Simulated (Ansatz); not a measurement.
**Al₃Ni (Pnma)**

Level of theory: DFT PBEsol, scalar-relativistic, plane waves, PAW (Ansatz 0.2.0).

Plane waves to 420 eV, a k mesh through Γ of 6×6×8 on the computed 16-atom cell and Gaussian smearing (0.10 eV); no spin polarisation.

The structure is relaxed at this level of theory with its symmetry kept.

```yaml
crystal:
  lattice:
    - [6.58914, 0.00000, 0.00000]
    - [0.00000, 7.31764, 0.00000]
    - [0.00000, 0.00000, 4.76257]
  atoms:
    - { symbol: Al, position: [0.00993, 0.25000, 0.91492] }
    - { symbol: Al, position: [0.17117, 0.44373, 0.36615] }
    - { symbol: Al, position: [0.17117, 0.05627, 0.36615] }
    - { symbol: Al, position: [0.32883, 0.55627, 0.86615] }
    - { symbol: Al, position: [0.67117, 0.44373, 0.13385] }
    - { symbol: Al, position: [0.82883, 0.94373, 0.63385] }
    - { symbol: Al, position: [0.67117, 0.05627, 0.13385] }
    - { symbol: Al, position: [0.82883, 0.55627, 0.63385] }
    - { symbol: Al, position: [0.32883, 0.94373, 0.86615] }
    - { symbol: Al, position: [0.50993, 0.25000, 0.58508] }
    - { symbol: Al, position: [0.99007, 0.75000, 0.08508] }
    - { symbol: Al, position: [0.49007, 0.75000, 0.41492] }
    - { symbol: Ni, position: [0.87076, 0.25000, 0.44241] }
    - { symbol: Ni, position: [0.37076, 0.25000, 0.05759] }
    - { symbol: Ni, position: [0.12924, 0.75000, 0.55759] }
    - { symbol: Ni, position: [0.62924, 0.75000, 0.94241] }
```

* Space group: Pnma (No. 62)
* Volume per atom: 14.35 Å³
* Formation energy from the elements' standard states (uncorrected): -0.415 eV/atom
* Kohn–Sham band gap: none (metal)
* Density of states at the Fermi level: 4.38 states/eV per cell
* Löwdin character within 0.5 eV of the Fermi level: Al 3p 55 %, Ni 3d 21 %, Al 3s 16 %, unprojected 5 %
* Bulk modulus: 121 GPa
* Its pressure derivative: 4.3

A ferromagnetic start lost its moments in a first run, so spin was left out; other magnetic orders weren't tried.

Cost: 9 runs of about 80 core-minutes in all, on AMD EPYC 7R43 (Zen 3) (shared hosts).